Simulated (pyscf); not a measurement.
water (H₂O) + [HB–OH]• → HO–BH–OH + H atom (H•), a substitution at O (doublet surface; H–O broken, B–O formed). PySCF, gas phase, ωB97X-D3(BJ)/def2-SVP geometries. MP2 and CC: frozen core, UHF for open shells. ΔMP2 is the change of the MP2 total energy from the triple- to the quadruple-zeta basis. Energies in eV from the separated reactants.

Small-basis levels: PySCF, no dispersion term, spherical d functions. Open shells are spin-unrestricted. 

### Question
In single points B3LYP/LANL2DZ puts the saddle at -0.16 eV and the reaction energy at -1.45 eV. Should these be trusted to within a few kcal/mol? Compare with CCSD(T)/def2-TZVPP + ΔMP2(QZVPP).

### Answer
CCSD(T)/def2-TZVPP + ΔMP2(QZVPP) gives ΔE‡ = 0.28 eV and ΔE = -1.31 eV. B3LYP/LANL2DZ lies 0.44 eV under it in the barrier and 0.13 eV under it in the reaction energy, so on this step it does not hold to within 0.13 eV. At B3LYP/LANL2DZ this geometry lies under one side, so its ΔE‡ may be no barrier of that level. CCSD(T)/def2-TZVPP + ΔMP2(QZVPP) has limits of its own. On the reactant side the descent ends in a complex, 0.23 eV under the separated species and 0.50 eV under the saddle at ωB97X-D3(BJ)/def2-TZVP. [HB–OH]• lies 0.25 eV over its isomer H₂B–O• (electronic energy, ωB97M-D3(BJ)). This is the saddle that the search found; another between the same sides may lie lower. The angle at the attacked O is 123°. The CCSD(T) − MP2 part came from Ansatz, without density fitting, on the same reference.
